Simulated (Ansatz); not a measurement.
Cost and result for the atomization energy of C$_{8}$H$_{18}$ (`CCCC(C)(C)CC`) (26 atoms, 25 bonds).

```xyz
26

C     2.2498    1.2499   -1.5126
C     1.3626    1.5180   -0.3061
C    -0.0208    0.8637   -0.3826
C    -0.1931   -0.4931    0.3213
C    -0.0968   -0.3183    1.8356
C     0.8740   -1.4895   -0.1237
C    -1.5599   -1.0911   -0.0537
C    -2.7891   -0.2666    0.2918
H     1.7800    1.6225   -2.4272
H     2.4387    0.1841   -1.6535
H     3.2175    1.7479   -1.4119
H     1.2370    2.6006   -0.2079
H     1.8782    1.2031    0.6069
H    -0.2954    0.7447   -1.4387
H    -0.7594    1.5494    0.0423
H     0.8935    0.0337    2.1339
H    -0.2725   -1.2697    2.3459
H    -0.8273    0.4040    2.2069
H     0.8473   -1.6428   -1.2062
H     1.8784   -1.1565    0.1480
H     0.7098   -2.4597    0.3542
H    -1.5558   -1.2899   -1.1322
H    -1.6412   -2.0709    0.4320
H    -2.8580   -0.0647    1.3632
H    -2.8002    0.6926   -0.2301
H    -3.6972   -0.8017    0.0044
```

The species carries charge 0 and has multiplicity 1. All single points use the PBE0-D4/def2-TZVP geometry. It is a higher conformer; a search finds a lower one. Program: Ansatz. All runs use 6 threads of an AMD EPYC 7R13 on a shared host and a share of an NVIDIA H100 80 GB. Times are those of one run each, without the atoms' runs, and a repeat can differ threefold. Electronic energies, without spin–orbit coupling; frozen cores. CCSD(T)/CBS adds CCSD(T) − MP2 in def2-TZVPP to the MP2 limit, and its time is that of the two runs behind it. T1 = 0.009. B3LYP takes the VWN-RPA correlation (the form of Gaussian; ORCA's B3LYP/G).

CCSD(T)/CBS is a level of theory with its own doubt, some kJ/mol a heavy atom from the limit and from the frozen cores, so smaller differences don't rank the functionals.

| level | functions | wall time |
| --- | --- | --- |
| PBE0-D4/def2-TZVPP | 500 | 2.2 s |
| PBE-D4/def2-TZVPP (with forces) | 500 | 2.4 s |
| ωB97X-V/def2-TZVPP | 500 | 2.5 s |
| B3LYP-D4/def2-TZVPP (with forces) | 500 | 2.6 s |
| r2SCAN-D4/def2-TZVPP (with forces) | 500 | 2.7 s |
| B2PLYP/def2-TZVPP | 500 | 3 s |
| ωB97M-V/def2-TZVPP (with forces) | 500 | 3.5 s |
| MP2/def2-QZVPP | 996 | 6.5 s |
| CCSD(T)/def2-TZVPP | 500 | 27 s |
| CCSD(T)/CBS(def2) | – | 34 s |

Q: What atomization energy does each give, and how far from CCSD(T)/CBS? (Estimate.)

A: Computed: 
| level | atomization (kJ/mol) | difference from CCSD(T)/CBS | per bond |
| --- | --- | --- | --- |
| PBE0-D4/def2-TZVPP | 10438.4 | 70.0 | 2.8 |
| PBE-D4/def2-TZVPP (with forces) | 10531.0 | 162.6 | 6.5 |
| ωB97X-V/def2-TZVPP | 10379.0 | 10.6 | 0.4 |
| B3LYP-D4/def2-TZVPP (with forces) | 10371.9 | 3.5 | 0.1 |
| r2SCAN-D4/def2-TZVPP (with forces) | 10384.1 | 15.7 | 0.6 |
| B2PLYP/def2-TZVPP | 10262.4 | -106.0 | -4.2 |
| ωB97M-V/def2-TZVPP (with forces) | 10393.8 | 25.4 | 1.0 |
| MP2/def2-QZVPP | 10364.4 | -4.0 | -0.2 |
| CCSD(T)/def2-TZVPP | 10165.2 | -203.2 | -8.1 |
| CCSD(T)/CBS(def2) | 10368.4 | 0.0 | 0.0 |

In def2-TZVPP, CCSD(T) changes the Hartree–Fock value by +2279.7 kJ/mol (the triples alone add +116.2 kJ/mol) and MP2 by +2360.0 kJ/mol; breaking electron pairs costs correlation energy, which Hartree–Fock lacks. From PBE to PBE0 (25 % exact exchange), in def2-TZVPP and without D4, the atomization energy moves by −83.6 kJ/mol: exact exchange takes away binding that semilocal exchange gives to molecules. The D4 term adds +95.7 kJ/mol with B3LYP and +52.1 kJ/mol with PBE0; it sums over pairs of atoms, weighted by their polarisabilities, and B3LYP, whose exchange is more repulsive, gets the larger term.
